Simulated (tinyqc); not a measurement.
CCD on RHF in the sto-3g basis, frozen core, for H2F+, spin multiplicity 1, step by step. One step of it, computed by the program tinyqc.

Question. Iteration 8 (converged): orbitals. Diagonalise F' = X^T F X, C = X C', fill 5 alpha and 5 beta electrons from the bottom; D = 2 C_occ C_occ^T. Each column has its largest component positive (the first on a tie).

converged F (hartree), lower triangle:
```
             1F 1s      1F 2s     1F 2px     1F 2py     1F 2pz      2H 1s      3H 1s
1F 1s   -26.638466
1F 2s    -6.796708  -3.695898
1F 2px    0.000000   0.000000  -1.076458
1F 2py    0.000000   0.000000   0.000000  -1.103964
1F 2pz   -0.023751  -0.135131   0.000000   0.000000  -1.077607
2H 1s    -1.515433  -1.462790   0.000000  -0.624603  -0.400222  -1.017190
3H 1s    -1.515433  -1.462790   0.000000   0.624603  -0.400222  -0.498191  -1.017190
```

X:
```
                1          2          3         4          5          6         7
1F 1s   -0.334518   0.000000   0.751270  0.000000  -0.605112   0.000000  0.167289
1F 2s    1.179294   0.000000  -0.205368  0.000000  -0.232707   0.000000  0.447495
1F 2px   0.000000   0.000000   0.000000  1.000000   0.000000   0.000000  0.000000
1F 2py   0.000000   0.938571   0.000000  0.000000   0.000000   0.682429  0.000000
1F 2pz   0.383347   0.000000   0.657040  0.000000   0.691583   0.000000  0.146602
2H 1s   -0.700198  -0.858382  -0.172543  0.000000   0.137895   0.373091  0.377013
3H 1s   -0.700198   0.858382  -0.172543  0.000000   0.137895  -0.373091  0.377013
```

Give: F' = X^T F X; orbital energies; coefficients C; D after iteration 8.

Answer.

F' = X^T F X (hartree), lower triangle:
```
         1        2         3        4         5        6        7
1  -0.6773
2   0.0000   0.2755
3   2.3830   0.0000  -12.8760
4   0.0000   0.0000    0.0000  -1.0765
5  -1.8886   0.0000   11.2542   0.0000  -11.8370
6   0.0000  -0.0803    0.0000   0.0000    0.0000  -1.2947
7   0.2292   0.0000   -5.5039   0.0000    5.3546   0.0000  -4.4340
```

orbital energies (hartree): MO1 -26.6485, MO2 -2.1205, MO3 -1.2988, MO4 -1.1058, MO5 -1.0765, MO6 0.0504, MO7 0.2796

coefficients C:
```
            MO1      MO2      MO3      MO4     MO5      MO6      MO7
1F 1s    0.9945  -0.2479   0.0000   0.0653  0.0000  -0.1255   0.0000
1F 2s    0.0246   0.9257   0.0000  -0.3308  0.0000   0.8488   0.0000
1F 2px   0.0000   0.0000   0.0000   0.0000  1.0000   0.0000   0.0000
1F 2py   0.0000   0.0000   0.7294   0.0000  0.0000   0.0000   0.9026
1F 2pz   0.0027   0.1212   0.0000   0.9108  0.0000   0.4840   0.0000
2H 1s   -0.0051   0.0893   0.3289   0.1617  0.0000  -0.8044  -0.8763
3H 1s   -0.0051   0.0893  -0.3289   0.1617  0.0000  -0.8044   0.8763
```

D after iteration 8, lower triangle:
```
          1F 1s    1F 2s  1F 2px   1F 2py  1F 2pz    2H 1s   3H 1s
1F 1s    2.1094
1F 2s   -0.4532   1.9337
1F 2px   0.0000   0.0000  2.0000
1F 2py   0.0000   0.0000  0.0000   1.0640
1F 2pz   0.0643  -0.3779  0.0000   0.0000  1.6885
2H 1s   -0.0334   0.0581  0.0000   0.4797  0.3163   0.2846
3H 1s   -0.0334   0.0581  0.0000  -0.4797  0.3163  -0.1480  0.2846
```
